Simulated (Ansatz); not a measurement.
A made-up structure of MgAlH3O, singlet:

```xyz
6
angstrom
O -1.3582 -0.9699 -0.6636
Al -0.3189 0.3845 -0.5168
Mg 1.5967 0.0887 1.4010
H 0.6057 -0.3058 -1.5063
H -0.6468 1.5907 -1.5267
H 2.7982 -0.1039 2.6084
```

It is relaxed with PBE-D4/def2-SVP and then PBE0-D4/def2-TZVP (Ansatz 0.2.0). Atoms count as bonded within 1.22 times the sum of their covalent radii (H–H: 0.88 Å). The end point is not checked to be a true minimum.

Does its bonding change? (Judge from chemistry; the calculation decides.)

Computed: Yes. Formed: O1–Mg3; broken: Al2–Mg3.

Where it ends: The first stage lowers the energy by 5.55 eV in 25 steps. It ends as MgAlH₃O ([MgH][O][AlH2]):
O1  (0.521, 0.020, 0.148)
Al2  (-0.057, 0.733, -1.250)
Mg3  (1.144, -0.744, 1.653)
H4  (0.961, 1.374, -2.289)
H5  (-1.621, 0.763, -1.533)
H6  (1.729, -1.462, 3.067)
(Å)

Labels in which every atom is bracketed show which atoms are joined, not bond orders.

For scale, one of the runs: PBE0-D4/def2-TZVP relaxation, 118 basis functions, launched by `ansatz run in.yaml --threads 2 --pin off --events-out ev --progress --plain --max-ram 4352MiB`. The run took about 8.5 s on 2 CPU threads of an Arm Neoverse V2 (shared host).
